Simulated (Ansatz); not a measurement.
I need a geometry optimisation of C2H4O2S, SMILES CSC(=O)O. Use Ansatz's Python interface. Settings: Hartree-Fock, 6-31G* basis, multiplicity 1.

```xyz
9

C    -0.5193   -1.1185   -0.8119
S     1.1333   -0.6559   -0.4206
C     0.8618    0.7437    0.5854
O     1.8980    1.3650    1.0991
O    -0.3649    1.1500    0.8202
H    -1.0552   -0.2348   -1.3551
H    -0.5491   -1.9502   -1.4704
H    -1.0946   -1.2954    0.0747
H    -0.2214    1.9498    1.4615
```

`opt_c2h4o2s.py`
```python
# -*- coding: utf-8 -*-
import ansatz as az
import numpy as np


def main():
    c2h4o2s = (
        az.Crystal.molecule()
        .atom("C", (-0.5193, -1.1185, -0.8119))
        .atom("S", (1.1333, -0.6559, -0.4206))
        .atom("C", (0.8618, 0.7437, 0.5854))
        .atom("O", (1.898, 1.365, 1.0991))
        .atom("O", (-0.3649, 1.15, 0.8202))
        .atom("H", (-1.0552, -0.2348, -1.3551))
        .atom("H", (-0.5491, -1.9502, -1.4704))
        .atom("H", (-1.0946, -1.2954, 0.0747))
        .atom("H", (-0.2214, 1.9498, 1.4615))
    )

    calculation = c2h4o2s.calculation()
    calculation = calculation.basis(gaussian="6-31G*")
    calculation = calculation.functional("hf")
    calculation = calculation.scf(lower_state_search="light")
    symbols = [site.symbol for site in c2h4o2s.cartesian_sites]
    start = np.array([site.position_ang for site in c2h4o2s.cartesian_sites], dtype=float)
    def progress(event):
        if event["event"] == "relax_step":
            row = event["data"]
            print(f"step {row['step']:3d}  E = {row['lagrangian_ev']:.6f} eV  max force {row['allowed_force_max_ev_ang']:.4f} eV/A")


    data = calculation.relax(force_tolerance=0.01, max_steps=100).session().plan().execute(on_event=progress).report
    end = np.array(data["positions_ang"])

    for key in ("converged", "free_energy_ev", "reference_energy_ev", "n_frozen", "n_occupied", "n_virtual"):
        print(f"{key:22s} {data[key]}")

    print("bond        before    after (A)")
    for i, j in [(0, 1), (0, 5), (0, 6), (0, 7), (1, 2), (2, 3), (2, 4), (4, 8)]:
        d0, d1 = (np.linalg.norm(xyz[i] - xyz[j]) for xyz in (start, end))
        print(f"{symbols[i]}{i}-{symbols[j]}{j}".ljust(10), f"{d0:8.4f} {d1:8.4f}")
    for i, j, k in [(1, 0, 5), (1, 0, 6), (1, 0, 7), (5, 0, 6), (5, 0, 7), (6, 0, 7), (0, 1, 2), (1, 2, 3)]:
        u, v = end[i] - end[j], end[k] - end[j]
        print(f"angle {symbols[i]}{i}-{symbols[j]}{j}-{symbols[k]}{k}: {np.degrees(np.arccos(np.clip(u @ v / np.linalg.norm(u) / np.linalg.norm(v), -1, 1))):.2f} deg")

    charges = data["charge_distribution"]
    dipole = np.array(charges["dipole_moment_e_ang"]) * 4.803205
    print("dipole (D): {:.3f} {:.3f} {:.3f}, length {:.3f}".format(*dipole, np.linalg.norm(dipole)))
    print("atom  Mulliken   Lowdin")
    for symbol, m, l in zip(symbols, charges["mulliken_charges_e"], charges["lowdin_charges_e"]):
        print(f"{symbol:4s} {m:9.3f} {l:8.3f}")
    with open("c2h4o2s_opt.xyz", "w") as handle:
        handle.write(f"{len(symbols)}\nrelaxed C2H4O2S\n")
        handle.writelines(f"{s:2s} {x:11.6f} {y:11.6f} {z:11.6f}\n" for s, (x, y, z) in zip(symbols, end))


if __name__ == "__main__":
    main()
```

`python opt_c2h4o2s.py` gives:
```text
step   1  E = -17014.632627 eV  max force 6.4468 eV/A
step   2  E = -17015.514430 eV  max force 2.6509 eV/A
step   3  E = -17015.582254 eV  max force 0.9519 eV/A
step   4  E = -17015.593739 eV  max force 0.6684 eV/A
step   5  E = -17015.611650 eV  max force 0.3946 eV/A
step   6  E = -17015.618173 eV  max force 0.0715 eV/A
step   7  E = -17015.618356 eV  max force 0.0071 eV/A
converged              True
free_energy_ev         -17015.618355605995
reference_energy_ev    -17015.618355605995
n_frozen               0
n_occupied             [24, 24]
n_virtual              [63, 63]
bond        before    after (A)
C0-S1        1.7602   1.8135
C0-H5        1.1676   1.0793
C0-H6        1.0612   1.0819
C0-H7        1.0716   1.0793
S1-C2        1.7449   1.7658
C2-O3        1.3129   1.1829
C2-O4        1.3134   1.3277
O4-H8        1.0352   0.9540
angle S1-C0-H5: 111.24 deg
angle S1-C0-H6: 105.58 deg
angle S1-C0-H7: 111.22 deg
angle H5-C0-H6: 109.35 deg
angle H5-C0-H7: 109.98 deg
angle H6-C0-H7: 109.34 deg
angle C0-S1-C2: 103.47 deg
angle S1-C2-O3: 122.14 deg
dipole (D): -3.332 -0.375 -0.438, length 3.381
atom  Mulliken   Lowdin
C       -0.650   -0.461
S        0.178    0.290
C        0.581   -0.232
O       -0.539   -0.127
O       -0.679   -0.208
H        0.216    0.136
H        0.205    0.141
H        0.215    0.136
H        0.473    0.326
```

File `c2h4o2s_opt.xyz` afterwards:
```text
9
relaxed C2H4O2S
C    -0.579949   -1.072119   -0.820428
S     1.131776   -0.630966   -0.415406
C     0.956404    0.783172    0.627388
O     1.889740    1.343488    1.090083
O    -0.301258    1.152240    0.839097
H    -1.075669   -0.271730   -1.348107
H    -0.512032   -1.938382   -1.464992
H    -1.137504   -1.329712    0.067086
H    -0.282907    1.917708    1.408180
```

Reading the output:
- The settings weren't tested for convergence.
- The end point is the stationary point reached from this start; no frequency run checks that it is a minimum, and the basis set is modest.
- The Löwdin charges here are taken after orthogonalising the functions within each atom; they differ from plain Löwdin charges, and their signs can be unphysical.
- Run time: 13 s on 1 thread of Arm Neoverse V2, on a shared host, peak memory 0.23 GiB.

(A comment or docstring line of the script was reworded after the run, the code is as it ran; lines on the test bed's own set-up are left out of the output.)
